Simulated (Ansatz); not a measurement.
System: rock-salt RbBr. Method: r²SCAN+rVV10 (Ansatz, a program for electronic structure, plane waves, PAW).

Settings: plane-wave cutoff 560 eV, 8×8×8 k mesh, Fermi–Dirac smearing 0.01 eV, scalar-relativistic PAW data made under PBE.

The cell is scaled about its equilibrium volume:

```tsv
V (Å³/atom)	P (GPa)	direct gap at Γ (eV)
37.711	1.14	5.038
38.513	0.71	4.977
39.316	0.33	4.919
40.118	0.00	4.864
40.920	-0.30	4.812
41.723	-0.56	4.762
42.525	-0.79	4.714
```

A straight line through the gaps at Γ against ln V gives a volume deformation potential dE_g(Γ)/d ln V of -2.7 eV: the gap at Γ widens under compression.

Measured, for comparison: band gap 7.2 eV (temperature not stated, not corrected to a static lattice; as tabulated in Aguado et al. (1998), arXiv:cond-mat/9809176).

Spin–orbit coupling is not included.
